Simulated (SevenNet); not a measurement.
# α-quartz (SiO2)

Calculation: the machine-learned potential SevenNet-0 (trained on PBE and PBE+U data).

Cell (relaxed at this level):

```cif
data_O6Si3
_chemical_formula_sum 'Si3 O6'
_space_group_name_H-M_alt 'P 1'
_space_group_IT_number 1
_cell_length_a 5.02031
_cell_length_b 5.02031
_cell_length_c 5.51310
_cell_angle_alpha 90.000
_cell_angle_beta 90.000
_cell_angle_gamma 120.000
loop_
_space_group_symop_operation_xyz
  'x, y, z'
loop_
_atom_site_label
_atom_site_type_symbol
_atom_site_fract_x
_atom_site_fract_y
_atom_site_fract_z
_atom_site_occupancy
Si1 Si 0.00000 0.47676 0.33333 1
Si2 Si 0.52324 0.52324 0.00000 1
Si3 Si 0.47676 0.00000 0.66667 1
O1 O 0.25584 0.41489 0.20541 1
O2 O 0.58511 0.84095 0.87207 1
O3 O 0.74416 0.15905 0.46126 1
O4 O 0.84095 0.58511 0.12793 1
O5 O 0.41489 0.25584 0.79459 1
O6 O 0.15905 0.74416 0.53874 1
```

| Property | Result |
|---|---|
| equilibrium lattice constant a | 5.020 Å |
| c axis length | 5.513 Å |

Measured, for comparison: lattice constant a 4.914 Å, lattice parameter c 5.405 Å (298 K, no zero-point or thermal correction; as tabulated in Sutter and Yavaş (2016), arXiv:1612.07049). Computed (rounded) less measured: lattice constant a +2.2 %, lattice parameter c +2.0 %.

A machine-learned potential is trained on density-functional data: it inherits that level's misses and adds fitting errors of its own.

Note: this model's volume lies 6 % above that of the starting cell (a measured, published or database cell).
